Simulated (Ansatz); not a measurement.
Process, species as SMILES: C#C (C2H2) + 3 [H][H] (H2) → 2 C (CH4)
B3LYP-D3(BJ)/def2-TZVP geometries, fixed; electronic energies without zero-point terms.

Basis-set convergence of the energy of full hydrogenation at HF with Ansatz (a first-principles code). Cartesian d functions, on some or all atoms, in 6-31+G*; all else is spherical. No added dispersion term, no relativity. Functions are those of the species that has most. Reference: the value in aug-pcseg-3, -111.14 kcal/mol, itself unsure by roughly 0.07 kcal/mol (its mean distance from aug-cc-pVQZ, def2-QZVPPD, pcseg-3). Deviations are taken from unrounded values.

```tsv
basis	functions	energy of full hydrogenation (kcal/mol)	minus reference (kcal/mol)
6-31+G*	42	-118.14	-6.99
6-311+G**	56	-111.97	-0.83
def2-SVPD	56	-118.42	-7.28
6-311++G(2d,2p)	74	-112.59	-1.45
def2-TZVP	74	-110.93	0.22
def2-TZVPPD	108	-111.33	-0.18
aug-cc-pVTZ	138	-111.38	-0.24
def2-QZVPP	177	-111.05	0.09
aug-pcseg-3	281	-111.14	0.00
```

The smallest set listed that lies within 2 kcal/mol of the reference with all its larger relatives (same family, alike in diffuse functions; a set with none counts only in the reference's own line) is 6-311+G** (56 functions, -0.83 kcal/mol off). (Relatives not listed, tested too: def2-TZVPP -0.22, 6-311++G(3df,3pd) -0.06, def2-QZVP 0.09, def2-QZVPPD 0.10, aug-cc-pVQZ 0.08 kcal/mol.)
